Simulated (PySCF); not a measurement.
PySCF input (M06-L/def2-TZVPD):

```python
from pyscf import gto, scf, dft

mol = gto.M(
    atom='''
    P    -0.00000000   -0.00000000   -0.99121818
    P     0.00000000    0.00000000    0.99121818
    ''',
    basis='def2-tzvpd',
    charge=-1,
    spin=1,
    symmetry='D2h',
    verbose=4,
)

mf = dft.UKS(mol, xc='m06l').density_fit(auxbasis='def2-universal-jkfit')
mf.grids.level = 4
mf.conv_tol = 1e-9
mf.max_cycle = 100
mf.max_memory = 1500
mf.kernel()
if not mf.converged:
    mf = mf.newton()
    mf.kernel(mf.make_rdm1())
mf.analyze()
```

Output:

```
PySCF version 2.14.0

[INPUT] verbose = 4
[INPUT] num. atoms = 2
[INPUT] num. electrons = 31
[INPUT] charge = -1
[INPUT] spin (= nelec alpha-beta = 2S) = 1
[INPUT] symmetry D2h subgroup None
[INPUT] Mole.unit = angstrom
[INPUT] Symbol           X                Y                Z      unit          X                Y                Z       unit  Magmom
[INPUT]  1 P      0.000000000000   0.000000000000  -0.991218180000 AA    0.000000000000   0.000000000000  -1.873130889890 Bohr   0.0
[INPUT]  2 P      0.000000000000   0.000000000000   0.991218180000 AA    0.000000000000   0.000000000000   1.873130889890 Bohr   0.0

nuclear repulsion = 60.0598712066601
point group symmetry = Dooh, use subgroup D2h
symmetry origin: [0. 0. 0.]
symmetry axis x: [1. 0. 0.]
symmetry axis y: [0. 1. 0.]
symmetry axis z: [0. 0. 1.]
num. orbitals of irrep Ag = 19
num. orbitals of irrep B1g = 4
num. orbitals of irrep B2g = 10
num. orbitals of irrep B3g = 10
num. orbitals of irrep Au = 4
num. orbitals of irrep B1u = 19
num. orbitals of irrep B2u = 10
num. orbitals of irrep B3u = 10
number of shells = 30
number of NR pGTOs = 138
number of NR cGTOs = 86
basis = def2-tzvpd
ecp = {}

******** <class 'pyscf.df.df_jk.DFSymAdaptedUKS'> ********
method = DFSymAdaptedUKS
initial guess = minao
damping factor = 0
level_shift factor = 0
DIIS = <class 'pyscf.scf.diis.CDIIS'>
diis_start_cycle = 1
diis_space = 8
diis_damp = 0
SCF conv_tol = 1e-09
SCF conv_tol_grad = None
SCF max_cycles = 100
direct_scf = False
number electrons alpha = 16  beta = 15
XC library pyscf.dft.libxc version 7.1.2
    S. Lehtola, C. Steigemann, M. J. T. Oliveira, and M. A. L. Marques,  SoftwareX 7, 1–5 (2018)
XC functionals = m06l
    Y. Zhao and D. G. Truhlar,  J. Chem. Phys. 125, 194101 (2006)
    Y. Zhao and D. G. Truhlar,  J. Chem. Phys. 125, 194101 (2006)
    Y. Zhao and D. G. Truhlar,  Theor. Chem. Acc. 120, 215 (2008)
radial grids:
    Treutler-Ahlrichs [JCP 102, 346 (1995); DOI:10.1063/1.469408] (M4) radial grids

becke partition: Becke, JCP 88, 2547 (1988); DOI:10.1063/1.454033
pruning grids: <function nwchem_prune>
grids dens level: 4
symmetrized grids: D2h
[...]
beta  HOMO (B3u) = -0.0118391906434008  LUMO (B3g) = 0.0976964053981346
  HOMO = 0.081473302374  LUMO = 0.0890575676545  gap/eV = 0.20638
Extra cycle  E= -682.714409471764  delta_E= -5.12e-12  |g|= 2.01e-06  |ddm|= 1.61e-05
converged SCF energy = -682.714409471764  <S^2> = 0.75410243  2S+1 = 2.0040982
**** SCF Summaries ****
Total Energy =                        -682.714409471763588
Nuclear Repulsion Energy =              60.059871206660077
One-electron Energy =                -1071.025193334356572
Two-electron Energy =                  328.250912655932893
Two-electron Coulomb Energy =          374.892947378733652
DFT Exchange-Correlation Energy =      -46.642034722800759
HOMO-LUMO gap [eV] =                     0.206378370224205
Wave-function symmetry = B2g
alpha occupancy for each irrep:     Ag  B1g  B2g  B3g   Au  B1u  B2u  B3u
                                     5    0    2    1    0    4    2    2
beta  occupancy for each irrep:     Ag  B1g  B2g  B3g   Au  B1u  B2u  B3u
                                     5    0    1    1    0    4    2    2
**** MO energy ****
alpha MO #1 (B1u #1), energy= -76.5225260798567 occ= 1
alpha MO #2 (Ag #1), energy= -76.5225047793385 occ= 1
alpha MO #3 (Ag #2), energy= -6.27830911150815 occ= 1
alpha MO #4 (B1u #2), energy= -6.27810240908548 occ= 1
alpha MO #5 (B2u #1), energy= -4.3910304382239 occ= 1
alpha MO #6 (B3g #1), energy= -4.39092281521089 occ= 1
alpha MO #7 (B3u #1), energy= -4.38696592730451 occ= 1
alpha MO #8 (B2g #1), energy= -4.38685567119823 occ= 1
alpha MO #9 (Ag #3), energy= -4.38644706435341 occ= 1
alpha MO #10 (B1u #3), energy= -4.38522703286344 occ= 1
alpha MO #11 (Ag #4), energy= -0.394824746397077 occ= 1
alpha MO #12 (B1u #4), energy= -0.2182920739981 occ= 1
alpha MO #13 (Ag #5), energy= -0.0440243674512555 occ= 1
alpha MO #14 (B3u #2), energy= -0.0391293703840656 occ= 1
alpha MO #15 (B2u #2), energy= -0.0374797686857153 occ= 1
alpha MO #16 (B2g #2), energy= 0.0814733023740235 occ= 1
alpha MO #17 (B3g #2), energy= 0.089057567654466 occ= 0
alpha MO #18 (B1u #5), energy= 0.187321722572941 occ= 0
alpha MO #19 (Ag #6), energy= 0.214747415304632 occ= 0
alpha MO #20 (B1g #1), energy= 0.272249638417729 occ= 0
alpha MO #21 (Ag #7), energy= 0.273635040881813 occ= 0
alpha MO #22 (B1u #6), energy= 0.273746193231879 occ= 0
alpha MO #23 (Ag #8), energy= 0.282098008355448 occ= 0
alpha MO #24 (B3u #3), energy= 0.291778753531458 occ= 0
alpha MO #25 (B2u #3), energy= 0.304874677623824 occ= 0
alpha MO #26 (B2g #3), energy= 0.320026351728672 occ= 0
alpha MO #27 (B3g #3), energy= 0.332448660991843 occ= 0
alpha MO #28 (Au #1), energy= 0.34891091099281 occ= 0
alpha MO #29 (B1u #7), energy= 0.349090006021479 occ= 0
alpha MO #30 (B1u #8), energy= 0.373861008023903 occ= 0
alpha MO #31 (B2u #4), energy= 0.427848888846894 occ= 0
alpha MO #32 (B3u #4), energy= 0.436461316141963 occ= 0
alpha MO #33 (Ag #9), energy= 0.521261929470164 occ= 0
alpha MO #34 (B3u #5), energy= 0.554247793415315 occ= 0
alpha MO #35 (B1u #9), energy= 0.555211516505803 occ= 0
alpha MO #36 (B2u #5), energy= 0.557810529807774 occ= 0
alpha MO #37 (B1g #2), energy= 0.583030566528681 occ= 0
alpha MO #38 (Ag #10), energy= 0.587930899624723 occ= 0
alpha MO #39 (B2g #4), energy= 0.618075805738348 occ= 0
alpha MO #40 (B3g #4), energy= 0.620683979298827 occ= 0
alpha MO #41 (Ag #11), energy= 0.664112181530349 occ= 0
alpha MO #42 (Au #2), energy= 0.667064437090706 occ= 0
alpha MO #43 (B1u #10), energy= 0.674183404866985 occ= 0
alpha MO #44 (B2g #5), energy= 0.777906464218516 occ= 0
alpha MO #45 (B3g #5), energy= 0.780842638310031 occ= 0
alpha MO #46 (Ag #12), energy= 0.819794164782618 occ= 0
alpha MO #47 (B1u #11), energy= 0.928823616069641 occ= 0
alpha MO #48 (B1u #12), energy= 1.11776399351884 occ= 0
alpha MO #49 (B1g #3), energy= 1.42411638601412 occ= 0
alpha MO #50 (Ag #13), energy= 1.42963611228501 occ= 0
alpha MO #51 (Ag #14), energy= 1.44636042619291 occ= 0
alpha MO #52 (B3u #6), energy= 1.49841867395044 occ= 0
alpha MO #53 (B2u #6), energy= 1.50536694433765 occ= 0
alpha MO #54 (B3u #7), energy= 1.53587705444824 occ= 0
alpha MO #55 (B2u #7), energy= 1.53763485047918 occ= 0
alpha MO #56 (Ag #15), energy= 1.59264608665461 occ= 0
alpha MO #57 (B1g #4), energy= 1.60033441764688 occ= 0
alpha MO #58 (B3g #6), energy= 1.60339848063458 occ= 0
alpha MO #59 (B2g #6), energy= 1.60445062787573 occ= 0
alpha MO #60 (B1u #13), energy= 1.62397947720932 occ= 0
alpha MO #61 (Au #3), energy= 1.63389978074403 occ= 0
alpha MO #62 (B2g #7), energy= 1.64750252541157 occ= 0
alpha MO #63 (B3g #7), energy= 1.64855558744127 occ= 0
alpha MO #64 (B1u #14), energy= 1.66646114934334 occ= 0
alpha MO #65 (B3u #8), energy= 1.73879360449352 occ= 0
alpha MO #66 (B2u #8), energy= 1.75782672366362 occ= 0
alpha MO #67 (B2u #9), energy= 1.7731682685722 occ= 0
alpha MO #68 (B3u #9), energy= 1.78114278934144 occ= 0
alpha MO #69 (Ag #16), energy= 1.8044853222402 occ= 0
alpha MO #70 (Au #4), energy= 1.9078628981996 occ= 0
alpha MO #71 (B2g #8), energy= 1.91005404955536 occ= 0
alpha MO #72 (B1u #15), energy= 1.911777718924 occ= 0
alpha MO #73 (B3g #8), energy= 1.92492859441643 occ= 0
alpha MO #74 (B1u #16), energy= 1.97524560891184 occ= 0
alpha MO #75 (B2g #9), energy= 2.43810868644797 occ= 0
alpha MO #76 (B3g #9), energy= 2.43965699627521 occ= 0
alpha MO #77 (Ag #17), energy= 2.5648680768329 occ= 0
alpha MO #78 (B1u #17), energy= 2.60664936414116 occ= 0
alpha MO #79 (B2u #10), energy= 7.4874194056433 occ= 0
alpha MO #80 (B3u #10), energy= 7.49364862898004 occ= 0
alpha MO #81 (B3g #10), energy= 7.66651153395776 occ= 0
alpha MO #82 (B2g #10), energy= 7.67066440268641 occ= 0
alpha MO #83 (Ag #18), energy= 7.77742092862047 occ= 0
alpha MO #84 (B1u #18), energy= 7.89308719030495 occ= 0
alpha MO #85 (Ag #19), energy= 13.5117123828657 occ= 0
alpha MO #86 (B1u #19), energy= 14.5247780284495 occ= 0
beta  MO #1 (B1u #1), energy= -76.5201234509301 occ= 1
beta  MO #2 (Ag #1), energy= -76.5201022382181 occ= 1
beta  MO #3 (Ag #2), energy= -6.27708036487501 occ= 1
beta  MO #4 (B1u #2), energy= -6.27687617079153 occ= 1
beta  MO #5 (B2u #1), energy= -4.38954888481886 occ= 1
beta  MO #6 (B3g #1), energy= -4.38944205719934 occ= 1
beta  MO #7 (Ag #3), energy= -4.38503988370523 occ= 1
beta  MO #8 (B1u #3), energy= -4.38383006713238 occ= 1
beta  MO #9 (B3u #1), energy= -4.38224636572763 occ= 1
beta  MO #10 (B2g #1), energy= -4.38213985335901 occ= 1
beta  MO #11 (Ag #4), energy= -0.381449295746963 occ= 1
beta  MO #12 (B1u #4), energy= -0.196945457028864 occ= 1
beta  MO #13 (B2u #2), energy= -0.0319501797738173 occ= 1
beta  MO #14 (Ag #5), energy= -0.0316900727200355 occ= 1
beta  MO #15 (B3u #2), energy= -0.0118391906434008 occ= 1
beta  MO #16 (B3g #2), energy= 0.0976964053981346 occ= 0
[...]
```
